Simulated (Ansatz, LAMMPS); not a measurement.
## Diamond-structure Si, LA phonon frequency at L

Reference value: 378 cm⁻¹ (measured, temperature not stated, no zero-point or thermal correction; as tabulated in Giannozzi et al., Phys. Rev. B (1991)).

What do Tersoff Si.tersoff, SNAP Si_Zuo_JPCA2020.quadratic.snap, PBE, PBE0, Hartree–Fock give, and how far is each from the reference?


```tsv
level (code)	value (cm⁻¹)	cell (Å³/atom)	difference (%)
Tersoff Si.tersoff (LAMMPS)	298	20.03	-21
SNAP Si_Zuo_JPCA2020.quadratic.snap (LAMMPS)	327	20.39	-13.5
PBE (Ansatz)	370	20.46	-2.1
PBE0 (Ansatz)	389	20.08	+2.9
Hartree–Fock (Ansatz)	433	20.86	+14.6
```

Once the reference is moved by up to 3.0 % (a margin picked here for doubts on the reference and the settings, and for temperature and zero-point motion) and values within 1.0 % count as equal, the nearest can be PBE (-2.1 %) or PBE0 (+2.9 %). By the same margin the farthest can be Tersoff Si.tersoff (-21 %) or Hartree–Fock (+14.6 %). Within 10 %: PBE, PBE0.

The reference isn't brought to a static lattice, while the calculations are for one, so the differences are not the levels' errors alone.  Each level is taken at its own relaxed cell. K meshes differ between the levels. Ansatz's density-functional and Hartree–Fock values are scalar-relativistic unless marked +SOC, with PAW data made under PBE.

Empirical potentials (Tersoff Si.tersoff) are fitted to chosen data: where that held the value shown, agreement is built in, and what lay outside the fit can be far off. Machine-learned potentials (SNAP Si_Zuo_JPCA2020.quadratic.snap) are trained on DFT data: a solid inside that data is no test of them.

Differences are worked out from the printed values.

Ansatz is a first-principles code.
